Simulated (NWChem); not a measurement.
Species: Li anion

Program: NWChem. Sets without diffuse functions describe the anion's extra electron poorly. The highest occupied level is positive in some or all of these runs, so the extra electron may be held by the finite basis. Total energies compare along this basis series because the functional is fixed.

| level | basis functions | energy (Ha) | highest occupied level (eV) | orbital gap (eV) |
|---|---|---|---|---|
| PBE0/cc-pVDZ | 14 | -7.4778 | 1.03 | 2.02 |
| PBE0/aug-cc-pVDZ | 23 | -7.4843 | 0.48 | 1.24 |
| PBE0/cc-pVTZ | 30 | -7.4792 | 0.96 | 1.89 |
| PBE0/aug-cc-pVTZ | 46 | -7.4848 | 0.47 | 1.44 |
| PBE0/cc-pVQZ | 55 | -7.4827 | 0.69 | 1.83 |
